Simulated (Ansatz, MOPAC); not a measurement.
System: water, H2O, charge 0, multiplicity 1. SMILES: O
Coordinates optimised at B3LYP-D3(BJ)/def2-TZVP (Ansatz, a quantum-chemistry and plane-wave program):
```
O
H 1 0.9627
H 1 0.9627 2 105.24
```
Charge 0, spin multiplicity 1.

Property: vertical ionisation energy to the doublet, in eV. Terms: UHF or UKS for open shells; six Cartesian d functions in 6-31G* and its kin unless marked 5d; 6-311+G** with 5d; frozen cores in correlated levels; dispersion terms only where a functional's name holds one; PM7 with its own dispersion and hydrogen-bond terms; each state is the SCF solution reached for its charge and spin; spin-orbit terms left out; non-relativistic. CBS marks a two-point X^-3 extrapolation of the correlation energy; Hartree-Fock from the larger set. First-principles rows: single points at B3LYP-D3(BJ) geometries (Ansatz). Semi-empirical rows: differences of heats of formation at the shared geometry for vertical values.

Coupled cluster (Ansatz) is a level with limits of its own, used here on species with T1 under 0.025 (0.045 for open shells) and stable references: CCSD(T)/CBS(aug-cc-pVTZ,aug-cc-pVQZ).

Value to compare with, CCSD(T)/CBS(aug-cc-pVTZ,aug-cc-pVQZ) (Ansatz): 12.76 eV.

```csv
level,program,vertical ionisation energy to the doublet (eV),difference
AM1,MOPAC,11.99,-0.77
PM7,MOPAC,11.92,-0.84
MNDO,MOPAC,11.75,-1.01
HF/6-31G*,Ansatz,10.81,-1.95
B3LYP/3-21G,Ansatz,11.85,-0.91
B3LYP/6-31G*,Ansatz,12.37,-0.39
B3LYP/6-311+G**,Ansatz,12.78,0.02
B3LYP/def2-TZVPD,Ansatz,12.77,0.01
wB97M-V/def2-TZVPD,Ansatz,12.66,-0.10
```

Among the 7 habitual levels, HF/6-31G* lies farthest from CCSD(T)/CBS(aug-cc-pVTZ,aug-cc-pVQZ) (Ansatz) (-1.95 eV) and B3LYP/6-311+G** nearest (0.02); 1 of 7 lie above it, and their mean absolute difference is 0.84 eV, the median 0.84. One case shows no general order.

The levels are drawn from those run, B3LYP/6-31G* more often than the rest, none by its result; runs whose electronic state is in doubt are left out.
